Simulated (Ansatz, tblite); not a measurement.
# The cluster Li₆−: a ladder of methods and basis sets

How do method and basis change the picture of the cluster Li₆− (doublet)?

The runs use Ansatz 0.2.0, Gaussian basis; as each input shows.

Plan: GFN1-xTB, GFN2-xTB, PBE/def2-TZVPD, r2SCAN/def2-TZVPD, BHLYP/def2-TZVPD, revPBE/def2-TZVPD, PBE-QIDH/def2-TZVPD, HF/def2-TZVPD, ωB97M-V/def2-TZVPD, PBE+5HF/def2-TZVPD, PBE+10HF/def2-TZVPD, PBE+15HF/def2-TZVPD, PBE+35HF/def2-TZVPD, PBE+50HF/def2-TZVPD, PBE/def2-SVPD, PBE0/def2-SVPD, HF/6-31G, B3LYP/6-31G, CCSD(T)/def2-TZVPPD, MP2/def2-TZVPD, RPA/def2-TZVPD.

2 further runs of the same task are left out: 2 set aside as unsound or not needed. Runs told in other sessions of the task aren't counted.

## Step 1: The structure

The doublet was relaxed beforehand with r2SCAN/def2-TZVPD. At that level it is the lowest of the isomers that a small search found.

6 atoms, charge -1, spin multiplicity 2.

Bond lengths: Li1–Li3 2.916 Å, Li1–Li6 2.935 Å, Li2–Li4 2.908 Å, Li2–Li6 2.909 Å, Li3–Li5 2.916 Å, Li4–Li5 2.936 Å. Angles: Li3–Li1–Li6 64.6°, Li4–Li2–Li6 66.3°, Li1–Li3–Li5 65.0°, Li2–Li4–Li5 65.1°, Li3–Li5–Li4 64.6°, Li1–Li6–Li2 65.2°.

The ion is computed in the gas phase, without counter-ions or solvent.

PBE0/def2-TZVPD was run before; its log isn't repeated, and its numbers join the tables.

## Step 2: GFN1-xTB

Tight binding, by tblite at 300 K electronic temperature and without a spin-polarisation term:

```python
tblite.interface.Calculator('GFN1-xTB', numbers, positions, charge=-1, uhf=1).singlepoint()
```

Energy -72.6343 eV; 0.004 s.

## Step 3: GFN2-xTB

Tight binding, by tblite at 300 K electronic temperature and without a spin-polarisation term:

```python
tblite.interface.Calculator('GFN2-xTB', numbers, positions, charge=-1, uhf=1).singlepoint()
```

Energy -45.0451 eV; 0.003 s.

## Step 4: PBE/def2-TZVPD

start.molden holds the orbitals of an earlier run on this state, given as this run's starting guess.

Contents of in.yaml:

```yaml
crystal:
  periodic: [false, false, false]
  atoms:
    - {symbol: Li, position_ang: [-1.875783, 0.422685, 0.969512]}
    - {symbol: Li, position_ang: [0.929061, -0.774638, 1.750299]}
    - {symbol: Li, position_ang: [-0.896153, 0.789995, -1.752529]}
    - {symbol: Li, position_ang: [1.868094, -0.446954, -0.982112]}
    - {symbol: Li, position_ang: [-0.655363, -1.922928, -0.711524]}
    - {symbol: Li, position_ang: [0.630153, 1.931830, 0.726353]}
basis:
  gaussian: {orbitals: def2-TZVPD, initial_orbitals: start.molden}
total_charge: -1
magnetization: {spin_polarized: true, initial_magnetization: 1}
hamiltonian: {xc: pbe}
scf: {omitted_lower_state_checks: [starts]}
output: {orbitals: {seedname: orbitals}}
```

Launch:

```
> ansatz run in.yaml --threads 4 --pin off --events-out ev --progress --plain --max-ram 3916MiB
```

The runs that follow: r2SCAN/def2-TZVPD; BHLYP/def2-TZVPD; revPBE/def2-TZVPD; PBE-QIDH/def2-TZVPD; HF/def2-TZVPD; ωB97M-V/def2-TZVPD; PBE+5HF/def2-TZVPD; PBE+10HF/def2-TZVPD; PBE+15HF/def2-TZVPD; PBE+35HF/def2-TZVPD; PBE+50HF/def2-TZVPD; PBE/def2-SVPD; PBE0/def2-SVPD; HF/6-31G; B3LYP/6-31G; CCSD(T)/def2-TZVPPD; MP2/def2-TZVPD; RPA/def2-TZVPD.

Q: Predict the results of all the runs planned. Wanted: gap in def2-TZVPD, named functionals and Hartree-Fock, smallest and largest; gap over the share of exact exchange; correlation energy, CCSD(T)/def2-TZVPPD; correlation energy, MP2/def2-TZVPD; ⟨S²⟩ in def2-TZVPD, named functionals and Hartree-Fock, smallest and largest; PBE0 total energy, smallest basis above largest.

**Answer**, as computed:

| quantity | value |
| --- | --- |
| gap in def2-TZVPD, named functionals and Hartree-Fock, smallest and largest | 0.37 eV (PBE), 4.08 eV (HF) |
| gap over the share of exact exchange | 0.55 eV at 0.05, 2.17 eV at 0.5 |
| correlation energy, CCSD(T)/def2-TZVPPD | -9.18 eV |
| correlation energy, MP2/def2-TZVPD | -6.71 eV |
| ⟨S²⟩ in def2-TZVPD, named functionals and Hartree-Fock, smallest and largest | 0.752, 2.080 |
| PBE0 total energy, smallest basis above largest | 1.06 eV (def2-SVPD, def2-TZVPD) |

**Reading.** Over the named functionals and Hartree-Fock in def2-TZVPD the gap runs from 0.37 eV (PBE) to 4.08 eV (HF); exact exchange widens it. Raising the share of exact exchange from 0.05 to 0.5 moves the HOMO by -0.80 eV and the LUMO by +0.82 eV. Over the named functionals and Hartree-Fock in def2-TZVPD spin contamination reaches 1.33 (HF), so some levels may describe another state. PBE, revPBE, r2SCAN put the HOMO above zero; others here keep it below zero, so the sign hangs on the functional's self-interaction and doesn't show that the species is unbound. Notes on CCSD(T)/def2-TZVPPD: large T1 diagnostic, spin contamination.
